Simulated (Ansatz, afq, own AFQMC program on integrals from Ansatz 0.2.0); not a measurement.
# N₂, quintet: AFQMC among the cluster methods

```tsv
atom	x (Å)	y (Å)	z (Å)
N	0.0000	0.0000	0.0000
N	0.0000	0.0000	1.2663
```

Basis cc-pVDZ. Noble-gas cores (and the filled d shells of Ga–Kr and In–Xe) are frozen. Ansatz 0.2.0 and our own AFQMC program on the same integrals; the CISD trial comes from CCSD amplitudes, and released means the phaseless constraint is let go. ± is one standard error of the sampling.

Determinant: UHF, the one that the program's search chose, which needn't be the lowest solution. The geometry is a PBE0/def2-TZVP stationary point of this or a neighbouring charge and spin state.

No full CI on the walks' own integrals is used here; CCSDTQ serves as the reference and is uncertain by about the last step of the cluster series.

Cautions: another spin lies lower; the released energies are still falling, so no released level is given (meV from the phaseless value at times in 1/Eh: -0.7 ± 1.5 at 0.24, -4.1 ± 1.2 at 0.51, -4.7 ± 1.1 at 0.99, -7.3 ± 1.2 at 1.62, -11.3 ± 2.3 at 2.40).

* T1 diagnostic: 0.0089
* weight of the determinant in the CISD state: 0.934
* ⟨S²⟩ of the determinant: 6.028
* size of the correlated space: 10 electrons in 26 orbitals

| level | correlation energy (eV) |
| --- | --- |
| MP2 | -4.7105 |
| CCSD | -5.5653 |
| CCSD(T) | -5.6467 |

(1) Estimate where phaseless AFQMC with a CISD trial lies against CCSD(T) on the same integrals.

(1) 0.49 ± 0.08 mEh below CCSD(T).

Reference: CCSDTQ, correlation energy -5.666 eV.

```json
{"level": "CCSD(T)", "E − E(reference) (mEh)": "0.73", "share of correlation (%)": "99.65"}
{"level": "CCSDT", "E − E(reference) (mEh)": "0.22", "share of correlation (%)": "99.89"}
{"level": "CCSDT(Q)", "E − E(reference) (mEh)": "0.03", "share of correlation (%)": "99.99"}
{"level": "ph-AFQMC/CISD", "E − E(reference) (mEh)": "0.24 ± 0.08", "share of correlation (%)": "99.89"}
```

CCSDT and higher add their correlation energy to the determinant of the CCSD(T) run, since their own runs factorise the integrals more tightly (a shift of under 2 meV). A walk keeps the symmetry of its determinant, which the program's search chose and which needn't be the lowest solution, so a lower state of the same spin and another symmetry isn't excluded.
